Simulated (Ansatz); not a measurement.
**CH2NOS− (SMILES [N-]=COS): functionals against CCSD(T) at one geometry**

The task here is to estimate one member of a computed series from the others.

Method: single points in def2-TZVPPD; program: Ansatz 0.2.0, Gaussian basis.

Correlated methods freeze the cores.

### Where the work starts

SMILES `[N-]=COS`, 6 atoms, charge -1, spin multiplicity 1.

Atoms are counted from 1 here; the program's logs count them from 0.

Bond lengths: N1–C2 1.237 Å, C2–O3 1.386 Å, C2–H5 1.112 Å, O3–S4 1.770 Å, S4–H6 1.391 Å. Angles: N1–C2–O3 116.4°, N1–C2–H5 131.5°, O3–C2–H5 111.7°, C2–O3–S4 91.5°, O3–S4–H6 80.3°.

Geometry (Å):

| atom | x (Å) | y (Å) | z (Å) |
| --- | --- | --- | --- |
| N1 | 0.3499 | -1.3520 | 0.3434 |
| C2 | 0.9060 | -0.2869 | 0.0476 |
| O3 | 0.0742 | 0.7856 | -0.2316 |
| S4 | -1.3667 | -0.1834 | 0.1108 |
| H5 | 1.9752 | 0.0166 | 0.0704 |
| H6 | -1.9689 | 1.0340 | -0.1889 |

The first run:

Input file run/in.yaml:

```yaml
crystal:
  periodic: [false, false, false]
  atoms:
    - {symbol: N, position_ang: [0.349873, -1.352026, 0.343407]}
    - {symbol: C, position_ang: [0.905964, -0.286887, 0.047602]}
    - {symbol: O, position_ang: [0.074160, 0.785569, -0.231611]}
    - {symbol: S, position_ang: [-1.366729, -0.183397, 0.110772]}
    - {symbol: H, position_ang: [1.975202, 0.016638, 0.070385]}
    - {symbol: H, position_ang: [-1.968927, 1.033978, -0.188943]}
basis:
  gaussian: {orbitals: "def2-TZVPPD.json"}
total_charge: -1
hamiltonian: {xc: pbe, dispersion: d4}
output: {forces: true}
```

The basis file named in the input lies beside it (Basis Set Exchange, JSON).

The run is started by

```bash
$ ansatz run in.yaml --threads 2 --pin off --events-out ev --progress --plain --max-ram 3481MiB
```

Among the steps run: PBE-D4/def2-TZVPPD; r2SCAN-D4/def2-TZVPPD; PBE0-D4/def2-TZVPPD; wB97M-V/def2-TZVPPD; CCSD(T)/def2-TZVPPD.

One of the session's tables, all rows but one given; the rest of the session is left out.

```
   method  RMS force component (eV/Å)  angle to CCSD(T) forces (°)
   PBE-D4                       0.701                         18.5
r2SCAN-D4                           ?                            ?
  PBE0-D4                       0.438                         31.7
  wB97M-V                       0.451                         32.4
  CCSD(T)                       0.698                    reference
```

Estimate the missing values for r2SCAN-D4.

**Answer.** RMS force component (eV/Å): 0.558; angle to CCSD(T) forces (°): 15.2. In the column «RMS force component (eV/Å)» it lies between wB97M-V (0.451) and CCSD(T) (0.698).
